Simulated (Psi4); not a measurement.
# doublet [BH3S2]−: levels of theory compared

Wanted: a comparison of 3 runs (UCAM-B3LYP/aug-cc-pVDZ, UM06-2X/aug-cc-pVDZ, UPBE0/aug-cc-pVDZ) of doublet [BH3S2]−. 

The calculation is run with Psi4 1.11.

1 further run of the same task is left out (set aside as unsound or not needed).

### Step 1. The structure to begin with

The species is [BH3S2]− (6 atoms), meant as a doublet with charge -1. SMILES of the parent species: `SBS`. Geometry: relaxed at PBE0-D4/def2-TZVP. This is one conformer, not always the lowest. That shape belongs to the parent species and isn't relaxed for this state.

Bond lengths: S1–B2 1.783 Å, B2–S3 1.787 Å, S1–H4 1.346 Å, B2–H5 1.190 Å, S3–H6 1.342 Å. Angles: S1–B2–S3 122.5°, S1–B2–H5 116.2°, S3–B2–H5 121.4°, B2–S1–H4 98.9°, B2–S3–H6 97.3°.

### Step 2. The energy at UCAM-B3LYP/aug-cc-pVDZ (run 1)

Input file calc.inp:

```
memory 1.6 GB

molecule molecule1 {
  -1 2
  S
  B 1 1.783338
  S 2 1.786666 1 122.46316
  H 1 1.34552 2 98.92875 3 0.00031
  H 2 1.189849 1 116.17792 4 179.99663
  H 3 1.342489 2 97.25842 5 -0.01636
  symmetry c1
}

set {
  basis                aug-cc-pVDZ
  reference            uks
  puream               true
  e_convergence        1e-09
  d_convergence        1e-08
  scf_type             pk
  dft_radial_points    99
  dft_spherical_points 590
  maxiter              200
}

E, wfn = energy("cam-b3lyp", return_wfn=True)
oeprop(wfn, "MAYER_INDICES", "LOWDIN_CHARGES", "MULLIKEN_CHARGES")
print_variables()
```

Command:

```
$ psi4 -i calc.inp -o calc.out -n 1
```

calc.out:

```text
[...]
  Running in c1 symmetry.
[...]
  Nuclear repulsion =  119.768714019494794
[...]
  Multiplicity = 2
[...]
  Nalpha       = 21
  Nbeta        = 20
[...]
    Number of basis functions: 104
[...]
   @UKS iter   1:  -822.81270160216684   -8.07211e-02   5.54356e-03 DIIS/ADIIS
[...]
   @UKS iter  20:  -823.06660319566640   -1.34150e-11   8.40248e-09 DIIS
[...]
   @S^2 Observed:                7.546647159E-01
[...]
  @UKS Final Energy:  -823.06660319566640
   => Energetics <=
    Nuclear Repulsion Energy =            119.7687140194947943
    One-Electron Energy =               -1381.0163472805070342
    Two-Electron Energy =                 481.2343343152714397
    DFT Exchange-Correlation Energy =     -43.0533042499256737
    Empirical Dispersion Energy =           0.0000000000000000
    VV10 Nonlocal Energy =                  0.0000000000000000
    Total Energy =                       -823.0666031956664028
[...]
 Multipole Moments:
 ------------------------------------------------------------------------------------
     Multipole            Electronic (a.u.)      Nuclear  (a.u.)        Total (a.u.)
 ------------------------------------------------------------------------------------
 L = 1.  Multiply by 2.5417464519 to convert [e a0] to [Debye]
 Dipole X            :         -0.0010036            0.0004852           -0.0005185
 Dipole Y            :         -0.9917591            0.0489822           -0.9427769
 Dipole Z            :         -1.4588379            1.2691257           -0.1897121
 Magnitude           :                                                    0.9616752
[...]
  Mulliken Charges: (a.u.)
   Center  Symbol    Alpha    Beta     Spin     Total
       1     S     8.03348  8.02273  0.01075 -0.05621
       2     B     3.74829  2.71987  1.02843 -1.46816
       3     S     8.01635  8.00796  0.00839 -0.02432
       4     H     0.57258  0.58097 -0.00839 -0.15355
       5     H     0.06314  0.08670 -0.02355  0.85016
       6     H     0.56616  0.58177 -0.01562 -0.14793
   Total alpha = 21.00000, Total beta = 20.00000, Total charge = -1.00000
  Lowdin Charges: (a.u.)
   Center  Symbol    Alpha    Beta     Spin     Total
[...]
```

It took 61 s on 1 thread of Intel Xeon Platinum 8488C (Sapphire Rapids), shared host; peak memory 0.88 GiB.

### Step 3. The energy at UM06-2X/aug-cc-pVDZ (run 2)

Input file bh3s2.xyz:

```xyz
6
BH3S2
S     -0.819900    -0.605200    -1.516500
B      0.091400    -0.453600     0.008900
S      0.333100     1.114800     0.829800
H     -1.145600     0.688100    -1.694600
H      0.535500    -1.462200     0.457500
H      1.047600     0.654100     1.868800
```

Input file bh3s2.py:

```python
import psi4

psi4.set_memory(1600000000)
psi4.set_num_threads(1)
psi4.set_output_file('psi4.out', False)

with open('bh3s2.xyz') as f:
    atoms = ''.join(f.readlines()[2:])
geom = psi4.geometry('-1 2\n' + atoms + 'symmetry c1\nno_reorient\nno_com')

psi4.set_options({
    'basis': 'aug-cc-pVDZ',
    'reference': 'uks',
    'puream': True,
    'e_convergence': 1e-09,
    'd_convergence': 1e-08,
    'scf_type': 'pk',
    'dft_radial_points': 99,
    'dft_spherical_points': 590,
    'maxiter': 200,
})

e = psi4.energy('M06-2X')
print(f'M06-2X energy: {e:.10f} Eh')
for k, v in sorted(psi4.core.scalar_variables().items()):
    print(f'{k:45s} {v:18.10f}')
```

Command:

```
$ python bh3s2.py
```

psi4.out:

```text
[...]
  Running in c1 symmetry.
[...]
  Nuclear repulsion =  119.768715267477347
[...]
  Multiplicity = 2
[...]
  Nalpha       = 21
  Nbeta        = 20
[...]
    Number of basis functions: 104
[...]
   @UKS iter   1:  -822.75280762446778   -3.16831e-02   5.54246e-03 ADIIS/DIIS
[...]
   @UKS iter  27:  -823.01065542131346   -1.23578e-10   9.75059e-09 DIIS
[...]
   @S^2 Observed:                7.545100858E-01
[...]
    Orbital Energies [Eh]
    ---------------------
    Alpha Occupied:
       1A    -89.743995     2A    -89.742570     3A     -8.089268
       4A     -8.087717     5A     -6.863461     6A     -6.007949
       7A     -6.006383     8A     -6.004637     9A     -6.003028
      10A     -6.003012    11A     -6.001378    12A     -0.669528
      13A     -0.632264    14A     -0.378057    15A     -0.326690
      16A     -0.270287    17A     -0.208171    18A     -0.192826
      19A     -0.191818    20A     -0.139169    21A      0.063213
    Alpha Virtual:
      22A      0.113915    23A      0.119302    24A      0.129251
      25A      0.149995    26A      0.155823    27A      0.178007
[...]
  @UKS Final Energy:  -823.01065542131346
   => Energetics <=
    Nuclear Repulsion Energy =            119.7687152674773472
    One-Electron Energy =               -1380.7683811862357288
    Two-Electron Energy =                 464.8999595481899405
    DFT Exchange-Correlation Energy =     -26.9109490507449252
    Empirical Dispersion Energy =           0.0000000000000000
    VV10 Nonlocal Energy =                  0.0000000000000000
    Total Energy =                       -823.0106554213133450
[...]
 Multipole Moments:
 ------------------------------------------------------------------------------------
     Multipole            Electronic (a.u.)      Nuclear  (a.u.)        Total (a.u.)
 ------------------------------------------------------------------------------------
 L = 1.  Multiply by 2.5417464519 to convert [e a0] to [Debye]
 Dipole X            :         13.0031293          -13.0283388           -0.0252095
 Dipole Y            :        -10.0163669           10.8954049            0.8790381
 Dipole Z            :         19.7130399          -19.4849661            0.2280738
 Magnitude           :                                                    0.9084939
[...]
```

The script printed:

```text
M06-2X energy: -823.0106554213 Eh
CURRENT ENERGY                                   -823.0106554213
CURRENT REFERENCE ENERGY                         -823.0106554213
DD SOLVATION ENERGY                                 0.0000000000
DFT FUNCTIONAL TOTAL ENERGY                      -823.0106554213
DFT TOTAL ENERGY                                 -823.0106554213
DFT VV10 ENERGY                                     0.0000000000
DFT XC ENERGY                                     -26.9109490507
GRID ELECTRONS ALPHA                               21.0000835776
GRID ELECTRONS BETA                                20.0000001109
GRID ELECTRONS TOTAL                               41.0000836884
NUCLEAR REPULSION ENERGY                          119.7687152675
ONE-ELECTRON ENERGY                             -1380.7683811862
PCM POLARIZATION ENERGY                             0.0000000000
PE ENERGY                                           0.0000000000
SCF ITERATION ENERGY                             -823.0106554213
SCF ITERATIONS                                     27.0000000000
SCF TOTAL ENERGY                                 -823.0106554213
TWO-ELECTRON ENERGY                               464.8999595482
XC GRID RADIAL POINTS                              99.0000000000
XC GRID SPHERICAL POINTS                          590.0000000000
XC GRID TOTAL POINTS                           338876.0000000000
```

It took 2 min on 1 thread of Intel Xeon Platinum 8488C (Sapphire Rapids), shared host; peak memory 0.77 GiB.

### Step 4. A single-point energy at UPBE0/aug-cc-pVDZ (run 3)

Input file run.py:

```python
import psi4

psi4.set_memory(1600000000)
psi4.set_num_threads(1)
psi4.set_output_file('bh3s2.out', False)

geom = psi4.geometry("""
-1 2
S     -0.819900    -0.605200    -1.516500
B      0.091400    -0.453600     0.008900
S      0.333100     1.114800     0.829800
H     -1.145600     0.688100    -1.694600
H      0.535500    -1.462200     0.457500
H      1.047600     0.654100     1.868800
symmetry c1
no_reorient
no_com
""")

psi4.set_options({
    'basis': 'aug-cc-pVDZ',
    'reference': 'uks',
    'puream': True,
    'e_convergence': 1e-09,
    'd_convergence': 1e-08,
    'scf_type': 'pk',
    'dft_radial_points': 99,
    'dft_spherical_points': 590,
    'maxiter': 200,
})

E = psi4.energy('PBE0', molecule=geom)
print(f'PBE0 energy: {E:.10f} Eh')
```

Command:

```
$ python run.py
```

bh3s2.out:

```text
[...]
  Running in c1 symmetry.
[...]
  Nuclear repulsion =  119.768715267477347
[...]
  Multiplicity = 2
[...]
  Nalpha       = 21
  Nbeta        = 20
[...]
    Number of basis functions: 104
[...]
   @UKS iter   1:  -822.42661359276440    5.87111e-02   6.36866e-03 DIIS/ADIIS
[...]
   @UKS iter  21:  -822.75898449861268   -2.98996e-11   9.57651e-09 DIIS
[...]
   @S^2 Observed:                7.541654779E-01
[...]
    Orbital Energies [Eh]
    ---------------------
    Alpha Occupied:
       1A    -88.868051     2A    -88.866725     3A     -7.837096
       4A     -7.835547     5A     -6.607549     6A     -5.773978
       7A     -5.772466     8A     -5.769361     9A     -5.767779
      10A     -5.766562    11A     -5.764985    12A     -0.607897
      13A     -0.572295    14A     -0.332070    15A     -0.283376
      16A     -0.227896    17A     -0.170358    18A     -0.153912
      19A     -0.152647    20A     -0.101402    21A      0.079804
    Alpha Virtual:
      22A      0.107570    23A      0.115733    24A      0.123563
      25A      0.131367    26A      0.145408    27A      0.164264
[...]
  @UKS Final Energy:  -822.75898449861268
   => Energetics <=
    Nuclear Repulsion Energy =            119.7687152674773472
    One-Electron Energy =               -1380.5511922671012144
    Two-Electron Energy =                 480.6680926792288346
    DFT Exchange-Correlation Energy =     -42.6446001782175017
    Empirical Dispersion Energy =           0.0000000000000000
    VV10 Nonlocal Energy =                  0.0000000000000000
    Total Energy =                       -822.7589844986125627
[...]
 Multipole Moments:
 ------------------------------------------------------------------------------------
     Multipole            Electronic (a.u.)      Nuclear  (a.u.)        Total (a.u.)
 ------------------------------------------------------------------------------------
 L = 1.  Multiply by 2.5417464519 to convert [e a0] to [Debye]
 Dipole X            :         12.9731327          -13.0283388           -0.0552061
 Dipole Y            :         -9.9411855           10.8954049            0.9542195
 Dipole Z            :         19.6849473          -19.4849661            0.1999812
 Magnitude           :                                                    0.9765117
[...]
```

On the terminal:

```text
PBE0 energy: -822.7589844986 Eh
```

Run time: 53 s. Hardware: 1 thread of Intel Xeon Platinum 8488C (Sapphire Rapids), shared host; peak memory 0.77 GiB.

### Step 5. All runs side by side

```csv
run,level,properties,energy (Eh),HOMO energy (eV),LUMO energy (eV),⟨S²⟩,wall time
1,UCAM-B3LYP/aug-cc-pVDZ,"(mayer, lowdin, mulliken)",-823.066603,1.45,3.47,0.755,61 s
2,UM06-2X/aug-cc-pVDZ,–,-823.010655,1.72,3.10,0.755,2 min
3,UPBE0/aug-cc-pVDZ,–,-822.758984,2.17,2.93,0.754,53 s
```

### Step 6. What came out

| quantity | value |
| --- | --- |
| run 3: total energy | -822.75898 Eh |
| run 3: HOMO energy (highest over α and β) | 2.17 eV |
| run 3: LUMO energy (lowest over α and β) | 2.93 eV |
| run 3: ⟨S²⟩ | 0.754 |

In words: Totals of different functionals can't be ranked against each other. In runs 1, 2, 3 the HOMO lies above zero, so the outermost electron may be held by the basis alone. All runs together took 3.9 min, the longest 2 min.
